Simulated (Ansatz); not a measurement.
## Which isomer of CH5AlS gives these data?

These gas-phase data were calculated for one isomer of CH5AlS at B3LYP-D3(BJ)/def2-SVP (harmonic, unscaled wavenumbers; equilibrium rotational constants with average atomic masses):

```
rotational constants            : 18.58, 3.296, 2.849 GHz
all wavenumbers above 1500 cm⁻¹ : 3120, 3095, 3017, 2673, 1937
```

Candidates:

(1) `[CH3][AlH][SH]`, a singlet
(2) `C[S][AlH2]`, a singlet

Q: Which structure fits?

A: Candidate (1). The band at 2673 cm⁻¹ lies where the S–H stretch is expected; (2) has no mode between 2500 and 2800 cm⁻¹.

The same quantities for all candidates:

```tsv
	rotational constants (GHz)	wavenumbers above 1500 cm⁻¹	E above the lowest, B3LYP-D3(BJ)/def2-SVP (kcal/mol)
(1)	18.58, 3.296, 2.849	3120, 3095, 3017, 2673, 1937	0.0
(2)	15.39, 4.119, 3.318	3155, 3154, 3048, 1961, 1934	15.0
```

Harmonic stretches to hydrogen usually lie a few per cent above observed fundamentals. Each candidate is one conformer. Programs: Ansatz 0.2.0.
